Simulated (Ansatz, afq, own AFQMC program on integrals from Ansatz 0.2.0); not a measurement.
Integrals from Ansatz 0.2.0, then the random walk in our own AFQMC program (afq).

```yaml
crystal:
  periodic: [false, false, false]
  atoms:
    - {symbol: B, position_ang: [-0.272753, 0.000000, 0.631199]}
    - {symbol: B, position_ang: [0.259712, 0.000000, -0.792942]}
    - {symbol: H, position_ang: [0.139878, 0.000000, 1.734830]}
basis:
  gaussian: {orbitals: 6-31G}
magnetization: {spin_polarized: true, initial_magnetization: 3}
correlation: {method: ccsd_t, electrons: outside_noble_gas, hamiltonian_folder: ham}
```

```sh
$ ansatz run in.yaml --threads 1 --pin off --events-out ev --progress --plain --max-ram 16896MiB --backend cuda --devices 0, --max-vram 18GiB
```

afq runs on the folder ham with

```
--method phaseless --trial hf --walkers 4000 --populations 20 --least-time 40 --time-step 0.005 --steps-per-block 20 --equilibration-blocks 112 --max-blocks 4000 --target-error 0.0008 --factor-cut 1e-05 --start spin_pure --seed 5010 --taylor-order 6
```

Times are imaginary, in 1/Eh. The walk had a cap of 49 s. With eight or more populations the least sampling time is a fifth of least-time, and the error comes from their spread.

Log:

```
orbitals 18  electrons 5 2  factors 115 of 284
reference energy -49.76404499 Eh
CCSD correlation -0.08625982 Eh in 12 cycles, weight of the determinant in the CISD state 0.9258
energy of the start -49.764237 Eh
 block  time / (1/Eh)  mean weight  energy / Eh
     1     0.100  1.0001  -49.776647
     2     0.200  1.0004  -49.787257
     3     0.300  1.0007  -49.795457
     4     0.400  1.0004  -49.803371
     5     0.500  1.0003  -49.808939
     7     0.700  1.0003  -49.817500
     9     0.900  1.0003  -49.825311
    13     1.300  1.0000  -49.834524
    21     2.100  1.0001  -49.842576
    25     2.500  1.0000  -49.845081
    29     2.900  1.0001  -49.847509
    37     3.700  1.0000  -49.848041
    45     4.500  0.9998  -49.851774
    53     5.300  1.0000  -49.848856
    61     6.100  0.9998  -49.849292
    69     6.900  1.0002  -49.848552
    77     7.700  0.9999  -49.848624
    85     8.500  1.0003  -49.847890
    93     9.300  1.0002  -49.847373
   101    10.100  0.9998  -49.845711
   109    10.900  0.9999  -49.849347
   117    11.700  1.0001  -49.847117
   125    12.500  1.0000  -49.851082
   133    13.300  1.0000  -49.848566
   141    14.100  1.0001  -49.853829
   149    14.900  1.0001  -49.850235
   157    15.700  1.0001  -49.849016
   165    16.500  0.9999  -49.850550
   173    17.300  1.0002  -49.849447
   181    18.100  1.0002  -49.848340
   189    18.900  0.9999  -49.849140
error from the spread of 20 populations
energy -49.849407 +/- 0.000789 Eh
(rows thinned)
```

The run passed its tests (sampling time, drift between the halves within three errors, error under three times the target), which doesn't prove that it has relaxed.

Against this walk (error 21.5 meV) on the same determinant: CCSD(T) 81.2 meV lower, CCSDT(Q) 104.6 meV lower, CCSDTQ 105.8 meV lower, full CI 106.1 meV lower, a separate phaseless walk with a CISD trial and standard settings 89.4 ± 21.6 meV lower. The error is statistical and leaves out the bias of the constraint. Full CI is exact here, so the walk's 106 meV above it is the walk's own error: the bias of the constraint with this trial.

Cautions: constraint bias not in the error; lower spins were not checked.

The walk took 17 s on 1 × NVIDIA H100 80GB HBM3 with 2 threads of AMD EPYC 7R13 Processor (Zen 3), on a shared host (the card was shared). The log's last line is the phaseless energy.

CCSDT and higher add their correlation energy to the determinant of the CCSD(T) run, since their own runs factorise the integrals more tightly (a shift of under 2 meV). A walk keeps the symmetry of its determinant, which the program's search chose and which needn't be the lowest solution, so a lower state of the same spin and another symmetry isn't excluded.
